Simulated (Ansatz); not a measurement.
Working through vertical and adiabatic energies of changing the electron count of ClH

Program: Ansatz 0.2.0 through its Python package.

Contents of `clh.xyz`:
```text
2

Cl    0.54521   -0.17826    0.28035
H    -0.54521    0.17826   -0.28035
```

At the Python prompt:
```pycon
>>> import itertools
>>> import ansatz as az
>>> from ase.data import atomic_numbers, covalent_radii
>>> import numpy as np
>>> mol = az.Crystal.molecule_from_extxyz("clh.xyz")
>>> calculation = mol.calculation()
>>> calculation = calculation.basis(gaussian="def2-SVP")
>>> calculation = calculation.functional("b3lyp", dispersion="d4")
>>> symbols = [site.symbol for site in mol.cartesian_sites]
>>> start = np.array([site.position_ang for site in mol.cartesian_sites], dtype=float)
>>> r = calculation.relax(force_tolerance=0.01).run(threads=1).report
>>> end = np.array(r["positions_ang"])
>>> minimum = az.Crystal.molecule()
>>> for symbol, place in zip(symbols, end):
...     minimum = minimum.atom(symbol, place.tolist())
...
>>> ion = minimum.calculation()
>>> ion = ion.basis(gaussian="def2-SVP")
>>> ion = ion.functional("b3lyp", dispersion="d4").charge(1)
>>> ion = ion.spin("collinear", total=1)
>>> vertical = ion.run(threads=1).report
>>> settled = ion.relax(force_tolerance=0.01, max_steps=80).run(threads=1).report
>>> print(f"vertical ionisation energy   {vertical['free_energy_ev'] - r['free_energy_ev']:.3f} eV")
vertical ionisation energy   12.592 eV
>>> print(f"adiabatic, no zero point     {settled['free_energy_ev'] - r['free_energy_ev']:.3f} eV")
adiabatic, no zero point     12.565 eV
>>> print(f"relaxation energy of the ion {vertical['free_energy_ev'] - settled['free_energy_ev']:.3f} eV")
relaxation energy of the ion 0.027 eV
>>> ionised = np.array(settled["positions_ang"])
>>> # pairs closer than 1.2 times the sum of covalent radii, before or after
>>> radius = [covalent_radii[atomic_numbers[s]] for s in symbols]
>>> span = lambda where, i, j: np.linalg.norm(where[i] - where[j])
>>> bonded = [(i, j) for i, j in itertools.combinations(range(len(symbols)), 2) if min(span(end, i, j), span(ionised, i, j)) < 1.2 * (radius[i] + radius[j])]
>>> print("pair        before    after (A)")
pair        before    after (A)
>>> for i, j in bonded:
...     print(f"{symbols[i]}{i}-{symbols[j]}{j}".ljust(10), f"{span(end, i, j):8.4f} {span(ionised, i, j):8.4f}")
...
Cl0-H1       1.2896   1.3341
```

The energies are electronic: no zero-point or thermal terms, and the basis set is short of its limit. The product may relax into another structure. The relaxation finds the nearest minimum, so the adiabatic value is an upper bound. b3lyp holds the VWN-RPA fit, as in Gaussian; the form of ORCA and Turbomole is b3lyp5. Finished in 5.8 s on 1 thread of Arm Neoverse N1, on a shared host, peak memory 0.16 GiB.
